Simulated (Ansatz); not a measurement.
# F2H2Si: the cost of one run

Method: the levels named in each step, in Ansatz 0.2.0.

### Step 1. Starting point

Bond lengths: F1–Si2 1.594 Å, Si2–F3 1.594 Å, Si2–H4 1.443 Å, Si2–H5 1.443 Å. Angles: F1–Si2–F3 103.0°, F1–Si2–H4 107.9°, F1–Si2–H5 107.9°, F3–Si2–H4 107.9°, F3–Si2–H5 107.9°, H4–Si2–H5 120.7°.

As a file:

```xyz
5

F    -1.2269   -0.5099   -0.0452
Si   -0.0221    0.5276    0.0706
F     1.2651   -0.4010   -0.0768
H    -0.0286    1.0689    1.4080
H    -0.0750    1.3997   -1.0775
```

### Step 2. A rough first relaxation, PBE-D4/def2-SVP

This run stands in another session on the same molecule. It ended at:

```xyz
5

F    -1.2935   -0.5290   -0.0463
Si   -0.0200    0.4770    0.0638
F     1.3332   -0.4142   -0.0799
H    -0.0304    1.1099    1.4171
H    -0.0767    1.4416   -1.0756
```

### Step 3. Relaxation, PBE0-D4/def2-TZVPP

This run stands in another session on the same molecule. It ended at:

```xyz
5

F    -1.2622   -0.5084   -0.0442
Si   -0.0198    0.4707    0.0630
F     1.3002   -0.3964   -0.0769
H    -0.0300    1.0961    1.3979
H    -0.0757    1.4233   -1.0606
```

### Step 4. Relaxation, CCSD(T)/cc-pV(T+d)Z

The input, input.yaml:

```yaml
crystal:
  periodic: [false, false, false]
  atoms:
    - { symbol: F, position_ang: [-1.26222882, -0.50839644, -0.04419423] }
    - { symbol: Si, position_ang: [-0.01975229, 0.47065584, 0.06300009] }
    - { symbol: F, position_ang: [1.30024194, -0.39641713, -0.07693399] }
    - { symbol: H, position_ang: [-0.03003066, 1.0961405, 1.39788647] }
    - { symbol: H, position_ang: [-0.07574018, 1.42332723, -1.06062834] }
basis:
  gaussian: { orbitals: "cc-pV(T+d)Z.json" }
correlation:
  method: ccsd_t
relax:
  f_tol: 0.002
  max_steps: 40
```

The run is started by

```sh
> ansatz run input.yaml --threads 4 --pin off --max-ram 10240MiB --backend cpu --events-out ev --progress --plain --runs-dir out
```

Q: Estimate wall time and peak memory on 4 threads of Arm Neoverse N1, shared host.

About 4.3 min, with a peak of 1.2 GiB.
